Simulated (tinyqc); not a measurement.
Inside a calculation. Method: CIS on RHF in the sto-3g basis, frozen core, for LiH, spin multiplicity 1. One step of it, computed by the program tinyqc.

Task: CIS matrix, triplets. A(ia,jb) = (e_a - e_i) d_ij d_ab - (ij|ab).

orbital energies (hartree): [-2.350905, -0.278093, 0.077403, 0.163887, 0.163887, 0.523982]

Two-electron integrals over orbitals (pq|rs), unique and non-zero (hartree); the lowest 1 orbital is frozen and left out:
```
(22|22) 0.481584    (32|22) -0.050025   (32|32) 0.013956    (33|22) 0.221353
(33|32) 0.008580    (33|33) 0.336916    (42|42) 0.022981    (43|42) 0.019362
(43|43) 0.041269    (44|22) 0.266108    (44|32) 0.006718    (44|33) 0.281766
(44|44) 0.312946    (52|52) 0.022981    (53|52) 0.019362    (53|53) 0.041269
(54|54) 0.016869    (55|22) 0.266108    (55|32) 0.006718    (55|33) 0.281766
(55|44) 0.279207    (55|55) 0.312946    (62|22) 0.122765    (62|32) -0.035664
(62|33) -0.014380   (62|44) -0.020332   (62|55) -0.020332   (62|62) 0.124892
(63|22) -0.051881   (63|32) 0.010308    (63|33) 0.035965    (63|44) 0.002990
(63|55) 0.002990    (63|62) -0.032742   (63|63) 0.026712    (64|42) -0.019529
(64|43) -0.013545   (64|64) 0.019819    (65|52) -0.019529   (65|53) -0.013545
(65|65) 0.019819    (66|22) 0.450261    (66|32) -0.044332   (66|33) 0.240875
(66|44) 0.266931    (66|55) 0.266931    (66|62) 0.128743    (66|63) -0.044473
(66|66) 0.450373
```

Give: CIS matrix A, triplet.

Result:

CIS matrix A, triplet (hartree), order 2>3, 2>4, 2>5, 2>6:
```
[[0.134, 0.000, 0.000, 0.052],
 [0.000, 0.176, 0.000, 0.000],
 [0.000, 0.000, 0.176, 0.000],
 [0.052, 0.000, 0.000, 0.352]]
```
